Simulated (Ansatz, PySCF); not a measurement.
This Ansatz (a first-principles code) input computes a r2SCAN/def2-TZVPD energy:

Ansatz 0.2 input:
```yaml
crystal:
  periodic: [false, false, false]
  atoms:
    - {symbol: C, position_ang: [-0.12186025, -1.69074357, 0.02215318]}
    - {symbol: C, position_ang: [0.54218933, -0.56026688, 0.01153545]}
    - {symbol: C, position_ang: [-0.07823455, 0.72517373, -0.01044128]}
    - {symbol: H, position_ang: [0.10845327, -2.74335182, 0.03814959]}
    - {symbol: H, position_ang: [1.63433789, -0.55645278, 0.01934692]}
    - {symbol: N, position_ang: [-0.54219405, 1.77926070, -0.02814008]}
basis:
  gaussian:
    orbitals: def2-TZVPD
hamiltonian:
  xc: {name: r2SCAN}
magnetization: {spin_polarized: true, initial_magnetization: 1}
output: {forces: true}
```

Write an input for the same energy in PySCF and say what it gives.


```python
from pyscf import gto, scf, dft

mol = gto.M(
    atom='''
    C    -0.12186025   -1.69074357    0.02215318
    C     0.54218933   -0.56026688    0.01153545
    C    -0.07823455    0.72517373   -0.01044128
    H     0.10845327   -2.74335182    0.03814959
    H     1.63433789   -0.55645278    0.01934692
    N    -0.54219405    1.77926070   -0.02814008
    ''',
    basis='def2-tzvpd',
    charge=0,
    spin=1,
    verbose=4,
)

mf = dft.UKS(mol, xc='r2scan').density_fit(auxbasis='def2-universal-jkfit')
mf.grids.level = 4
mf.conv_tol = 1e-9
mf.max_cycle = 100
mf.max_memory = 1500
mf.kernel()
if not mf.converged:
    mf = mf.newton()
    mf.kernel(mf.make_rdm1())
for _ in range(2):
    mo, _, stable, _ = mf.stability(return_status=True)
    if stable:
        break
    mf.kernel(mf.make_rdm1(mo, mf.mo_occ))
mf.analyze()
```
It gives -170.10824 Eh, and Ansatz -170.10821 Eh, a difference of 0.03 mEh, from the treatment of integrals and grids.

It need not be the lowest isomer of its formula.
